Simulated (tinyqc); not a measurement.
Inside a calculation. Method: CCSD on RHF in the sto-3g basis, frozen core, for H2O, spin multiplicity 1. One step of it, computed by the program tinyqc.

Problem. Integrals over molecular orbitals. (pq|rs) = sum C_ip C_jq C_kr C_ls (ij|kl), one index at a time.

coefficients C, order 1O 1s, 1O 2s, 1O 2px, 1O 2py, 1O 2pz, 2H 1s, 3H 1s:
```
[[0.994055, -0.231151, -0.003139, 0.107396, 0.000000, -0.134700, 0.013536],
 [0.027274, 0.819939, 0.017371, -0.559229, 0.000000, 0.932225, -0.103888],
 [0.000000, 0.000000, 0.000000, 0.000000, 1.000000, 0.000000, 0.000000],
 [-0.000151, -0.005745, 0.613516, 0.006383, 0.000000, 0.086121, 0.995624],
 [0.004828, 0.146462, -0.009266, 0.772346, 0.000000, 0.762653, -0.073517],
 [-0.006190, 0.155977, 0.445622, 0.274354, 0.000000, -0.883857, -0.790683],
 [-0.006486, 0.163972, -0.444723, 0.261940, 0.000000, -0.745702, 0.954302]]
```

core Hamiltonian H = T + V (hartree), order 1O 1s, 1O 2s, 1O 2px, 1O 2py, 1O 2pz, 2H 1s, 3H 1s:
```
[[-32.761690, -7.622456, 0.000000, 0.000545, -0.021296, -1.853827, -1.943159],
 [-7.622456, -9.371426, 0.000000, 0.005021, -0.247046, -3.905664, -4.032742],
 [0.000000, 0.000000, -7.487492, 0.000000, 0.000000, 0.000000, 0.000000],
 [0.000545, 0.005021, 0.000000, -7.647961, 0.003115, -2.035406, 2.079601],
 [-0.021296, -0.247046, 0.000000, 0.003115, -7.597624, -1.771263, -1.812290],
 [-1.853827, -3.905664, 0.000000, -2.035406, -1.771263, -5.191579, -1.856692],
 [-1.943159, -4.032742, 0.000000, 2.079601, -1.812290, -1.856692, -5.271750]]
```

Two-electron integrals (ij|kl) in chemists' order, unique and non-zero (hartree):
```
(11|11) 4.785065    (21|11) 0.741380    (21|21) 0.136873    (22|11) 1.118947
(22|21) 0.256633    (22|22) 0.817206    (31|31) 0.024477    (32|31) 0.037809
(32|32) 0.180518    (33|11) 1.115814    (33|21) 0.256684    (33|22) 0.817023
(33|33) 0.880159    (41|41) 0.024477    (42|41) 0.037809    (42|42) 0.180518
(43|43) 0.047444    (44|11) 1.115814    (44|21) 0.256684    (44|22) 0.817023
(44|33) 0.785270    (44|44) 0.880159    (51|51) 0.024477    (52|51) 0.037809
(52|52) 0.180518    (53|53) 0.047444    (54|54) 0.047444    (55|11) 1.115814
(55|21) 0.256684    (55|22) 0.817023    (55|33) 0.785270    (55|44) 0.785270
(55|55) 0.880159    (61|11) 0.181951    (61|21) 0.033285    (61|22) 0.061930
(61|33) 0.061814    (61|41) 0.001175    (61|42) 0.002191    (61|44) 0.062025
(61|51) 0.000972    (61|52) 0.001813    (61|54) 0.000175    (61|55) 0.061959
(61|61) 0.008199    (62|11) 0.420552    (62|21) 0.097566    (62|22) 0.341404
(62|33) 0.335799    (62|41) 0.005605    (62|42) 0.041913    (62|44) 0.345592
(62|51) 0.004638    (62|52) 0.034684    (62|54) 0.008104    (62|55) 0.342506
(62|61) 0.024143    (62|62) 0.173153    (63|31) 0.010473    (63|32) 0.059996
(63|43) 0.008820    (63|53) 0.007299    (63|63) 0.025375    (64|11) 0.225919
(64|21) 0.053117    (64|22) 0.198549    (64|33) 0.189439    (64|41) 0.013165
(64|42) 0.083257    (64|44) 0.212702    (64|51) 0.002228    (64|52) 0.019249
(64|54) 0.011952    (64|55) 0.193290    (64|61) 0.013755    (64|62) 0.122320
(64|64) 0.110848    (65|11) 0.186956    (65|21) 0.043956    (65|22) 0.164307
(65|33) 0.156768    (65|41) 0.002228    (65|42) 0.019249    (65|44) 0.161421
(65|51) 0.012317    (65|52) 0.075926    (65|54) 0.012671    (65|55) 0.174552
(65|61) 0.011383    (65|62) 0.101225    (65|64) 0.070733    (65|65) 0.083909
(66|11) 0.543528    (66|21) 0.128143    (66|22) 0.511959    (66|33) 0.491082
(66|41) 0.009975    (66|42) 0.101018    (66|44) 0.527891    (66|51) 0.008254
(66|52) 0.083596    (66|54) 0.030461    (66|55) 0.516290    (66|61) 0.032032
(66|62) 0.319454    (66|64) 0.257920    (66|65) 0.213439    (66|66) 0.774606
(71|11) 0.190850    (71|21) 0.034906    (71|22) 0.064924    (71|33) 0.064803
(71|41) -0.001227   (71|42) -0.002285   (71|44) 0.065022    (71|51) 0.001017
(71|52) 0.001895    (71|54) -0.000182   (71|55) 0.064954    (71|61) 0.008473
(71|62) 0.024562    (71|64) 0.012728    (71|65) 0.011584    (71|66) 0.032190
(71|71) 0.009016    (72|11) 0.435052    (72|21) 0.100902    (72|22) 0.352340
(72|33) 0.346616    (72|41) -0.005776   (72|42) -0.042942   (72|44) 0.356599
(72|51) 0.004790    (72|52) 0.035612    (72|54) -0.008280   (72|55) 0.353482
(72|61) 0.024231    (72|62) 0.148029    (72|64) 0.071587    (72|65) 0.084177
(72|66) 0.228032    (72|71) 0.026170    (72|72) 0.183453    (73|31) 0.010907
(73|32) 0.062205    (73|43) -0.009066   (73|53) 0.007519    (73|63) 0.021171
(73|73) 0.027091    (74|11) -0.231313   (74|21) -0.054378   (74|22) -0.202864
(74|33) -0.193529   (74|41) 0.013660    (74|42) 0.085858    (74|44) -0.217380
(74|51) -0.002283   (74|52) -0.019615   (74|54) 0.012262    (74|55) -0.197462
(74|61) -0.012416   (74|62) -0.070537   (74|64) -0.013281   (74|65) -0.039142
(74|66) -0.094038   (74|71) -0.014767   (74|72) -0.128311   (74|74) 0.115886
(75|11) 0.191829    (75|21) 0.045096    (75|22) 0.168236    (75|33) 0.160494
(75|41) -0.002283   (75|42) -0.019615   (75|44) 0.165237    (75|51) 0.012800
(75|52) 0.078472    (75|54) -0.013000   (75|55) 0.178793    (75|61) 0.011345
(75|62) 0.083732    (75|64) 0.039483    (75|65) 0.068062    (75|66) 0.142009
(75|71) 0.012247    (75|72) 0.106409    (75|74) -0.073638   (75|75) 0.088159
(76|11) 0.185508    (76|21) 0.043416    (76|22) 0.164137    (76|33) 0.160286
(76|41) 0.000022    (76|42) 0.000236    (76|44) 0.163301    (76|51) 0.003275
(76|52) 0.028721    (76|54) 0.000067    (76|55) 0.168651    (76|61) 0.010649
(76|62) 0.082853    (76|64) 0.050332    (76|65) 0.054411    (76|66) 0.157236
(76|71) 0.011160    (76|72) 0.084978    (76|74) -0.050824   (76|75) 0.055455
(76|76) 0.047496    (77|11) 0.553463    (77|21) 0.130444    (77|22) 0.519315
(77|33) 0.498141    (77|41) -0.010240   (77|42) -0.102546   (77|44) 0.535413
(77|51) 0.008492    (77|52) 0.085041    (77|54) -0.030910   (77|55) 0.523774
(77|61) 0.031256    (77|62) 0.224061    (77|64) 0.093893    (77|65) 0.140323
(77|66) 0.362581    (77|71) 0.034187    (77|72) 0.330638    (77|74) -0.264401
(77|75) 0.219269    (77|76) 0.157236    (77|77) 0.774606
```

Give: one-electron integrals over orbitals h = C^T H C; Two-electron integrals over orbitals.

Solution.

one-electron integrals over orbitals h = C^T H C (hartree):
```
[[-32.7438, 0.5550, 0.0076, -0.2470, 0.0000, 0.3099, -0.0311],
 [0.5550, -7.7164, -0.0019, 0.4063, 0.0000, -1.4116, 0.1480],
 [0.0076, -0.0019, -6.4657, 0.0257, 0.0000, -0.1620, -1.6731],
 [-0.2470, 0.4063, 0.0257, -7.0577, 0.0000, -1.0375, 0.0662],
 [0.0000, 0.0000, 0.0000, 0.0000, -7.4875, 0.0000, 0.0000],
 [0.3099, -1.4116, -0.1620, -1.0375, 0.0000, -5.3772, -0.0220],
 [-0.0311, 0.1480, -1.6731, 0.0662, 0.0000, -0.0220, -5.6056]]
```

Two-electron integrals over orbitals (pq|rs), unique and non-zero (hartree); the lowest 1 orbital is frozen and left out:
```
(22|22) 0.7338      (32|22) -0.0035     (32|32) 0.1469      (33|22) 0.6550
(33|32) 0.0018      (33|33) 0.6447      (42|22) 0.0117      (42|32) -1.97e-04
(42|33) 0.0073      (42|42) 0.1208      (43|22) -0.0018     (43|32) 0.0165
(43|33) -0.0010     (43|42) 0.0026      (43|43) 0.0465      (44|22) 0.6751
(44|32) 0.0018      (44|33) 0.6068      (44|42) -0.1046     (44|43) -0.0037
(44|44) 0.7961      (52|52) 0.1430      (53|52) 0.0014      (53|53) 0.0297
(54|52) -0.0484     (54|53) -0.0009     (54|54) 0.0580      (55|22) 0.7466
(55|32) 0.0007      (55|33) 0.6375      (55|42) -0.0667     (55|43) -0.0034
(55|44) 0.7343      (55|55) 0.8802      (62|22) 0.1452      (62|32) 0.0044
(62|33) 0.0801      (62|42) 0.0184      (62|43) -0.0034     (62|44) 0.0909
(62|55) 0.1609      (62|62) 0.1037      (63|22) 0.0141      (63|32) -0.0370
(63|33) 0.0089      (63|42) -0.0067     (63|43) -0.0260     (63|44) 0.0140
(63|55) 0.0182      (63|62) 0.0102      (63|63) 0.0678      (64|22) 0.0889
(64|32) -0.0070     (64|33) 0.0427      (64|42) -0.0314     (64|43) -0.0016
(64|44) 0.1195      (64|55) 0.1104      (64|62) 0.0588      (64|63) 0.0115
(64|64) 0.0655      (65|52) 0.0597      (65|53) 0.0028      (65|54) -0.0033
(65|65) 0.0393      (66|22) 0.6232      (66|32) 0.0167      (66|33) 0.5788
(66|42) 0.0591      (66|43) 0.0081      (66|44) 0.5530      (66|55) 0.5949
(66|62) 0.0993      (66|63) -0.0063     (66|64) 0.0418      (66|66) 0.6063
(72|22) -0.0151     (72|32) 0.0355      (72|33) -0.0069     (72|42) 2.44e-04
(72|43) -0.0355     (72|44) -0.0110     (72|55) -0.0168     (72|62) -0.0049
(72|63) 0.0356      (72|64) -0.0071     (72|66) -0.0114     (72|72) 0.0608
(73|22) 0.1289      (73|32) 0.0054      (73|33) 0.0902      (73|42) -0.0773
(73|43) -0.0007     (73|44) 0.1604      (73|55) 0.1848      (73|62) 0.0766
(73|63) 0.0083      (73|64) 0.0745      (73|66) 0.0376      (73|72) -0.0112
(73|73) 0.1512      (74|22) -0.0041     (74|32) -0.0786     (74|33) -0.0043
(74|42) 0.0007      (74|43) 0.0057      (74|44) -0.0079     (74|55) -0.0068
(74|62) -0.0064     (74|63) 0.0405      (74|64) 0.0022      (74|66) -0.0134
(74|72) -0.0152     (74|73) -0.0089     (74|74) 0.0696      (75|52) -0.0061
(75|53) 0.0233      (75|54) 0.0008      (75|65) -0.0015     (75|75) 0.0240
(76|22) -0.0026     (76|32) 0.0977      (76|33) 0.0043      (76|42) -0.0057
(76|43) 0.0431      (76|44) 0.0060      (76|55) 0.0018      (76|62) -0.0031
(76|63) -0.0592     (76|64) -0.0066     (76|66) 0.0167      (76|72) -0.0124
(76|73) 0.0098      (76|74) -0.0563     (76|76) 0.1107      (77|22) 0.6283
(77|32) -0.0187     (77|33) 0.6175      (77|42) -0.0102     (77|43) -0.0085
(77|44) 0.6115      (77|55) 0.6262      (77|62) 0.0700      (77|63) 0.0194
(77|64) 0.0397      (77|66) 0.5686      (77|72) -0.0055     (77|73) 0.0868
(77|74) 0.0085      (77|76) -0.0159     (77|77) 0.6265
```
